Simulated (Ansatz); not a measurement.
Born–Oppenheimer molecular dynamics of CH₄BF (7 atoms, charge 0, multiplicity 1). It starts from a rough guess of a transition structure, not a stationary point.

These are results of Ansatz 0.2.0, UKS PBE0/def2-SVP, not measurements.

* ensemble: NVE (velocity Verlet)
* time step: 0.5 fs
* steps asked: 150
* starting velocities drawn for: 600 K
* seed: 84069

First frame:

```xyz
7
Properties=species:S:1:pos:R:3
B -0.752 0.144 -0.144
F -0.210 -0.519 -1.589
C 0.514 0.241 0.539
H 0.285 -0.674 -0.494
H -1.896 0.057 -0.021
H 0.583 0.294 1.616
H 1.475 0.458 0.093
```

Q: How far do the bonds stretch over the last three quarters of this one trajectory? (Pairs bonded in most of those frames.)

A: 
| bond | mean (Å) | spread (Å) | shortest | longest |
| --- | --- | --- | --- | --- |
| B1–F2 | 1.375 | 0.109 | 1.16 | 1.56 |
| B1–C3 | 1.598 | 0.064 | 1.51 | 1.73 |
| B1–H5 | 1.241 | 0.048 | 1.13 | 1.34 |
| C3–H4 | 1.161 | 0.113 | 0.95 | 1.33 |
| C3–H6 | 1.140 | 0.057 | 1.02 | 1.26 |
| C3–H7 | 1.131 | 0.062 | 1.03 | 1.24 |

Mean temperature of the second half: 3076 K. The conserved energy stayed within 1.8 meV per atom of its start (net change 0.011 meV per atom), so the integration is sound. The system heated up, since it started high on the potential surface and ran downhill. A run of 0.075 ps of so small a system gives no equilibrium averages. The orbitals stay closed-shell, which can raise the energy where a bond breaks towards radicals; this wasn't checked here.

Time of the run: 3.1 min on 1 CPU thread of a shared host.
